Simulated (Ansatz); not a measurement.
**A geometry optimisation of H2PSi2 with B3LYP-D3(BJ)/def2-SVP**

The starting geometry of this gas-phase doublet was optimised with GFN2-xTB.

```yaml
atoms:
  - { symbol: P, position_ang: [-2.0365, -0.4326, 1.0445] }
  - { symbol: Si, position_ang: [-0.6982, -2.1031, 1.0504] }
  - { symbol: Si, position_ang: [-1.1756, 1.0446, -0.2479] }
  - { symbol: H, position_ang: [-1.6711, 2.3980, -0.0384] }
  - { symbol: H, position_ang: [0.2445, 1.0889, -0.6140] }
```

Predict what becomes of its bonds when it is optimised with B3LYP-D3(BJ)/def2-SVP.

A new bond forms, giving a structure given below by its coordinates. Contacts that close: Si2–Si3 (3.44 → 2.50 Å).

The energy falls by 0.61 eV over 17 steps:

```csv
step,E − E(last) (eV)
1,0.607
3,0.517
5,0.350
6,0.297
8,0.244
10,0.086
12,0.004
13,0.002
15,0.000
17,0.000
```

Final geometry (Å):

```yaml
atoms:
  - { symbol: P, position_ang: [-2.3699, -0.8291, 0.3983] }
  - { symbol: Si, position_ang: [-0.6134, -1.0632, 1.5728] }
  - { symbol: Si, position_ang: [-0.9854, 0.8189, -0.0227] }
  - { symbol: H, position_ang: [-1.1950, 2.1916, 0.5159] }
  - { symbol: H, position_ang: [-0.1731, 0.8776, -1.2697] }
```

The end wasn't checked by frequencies. Open shells are spin-unrestricted. Run with Ansatz 0.2.0, 56 s on 1 thread of Arm Neoverse V1 (shared host).
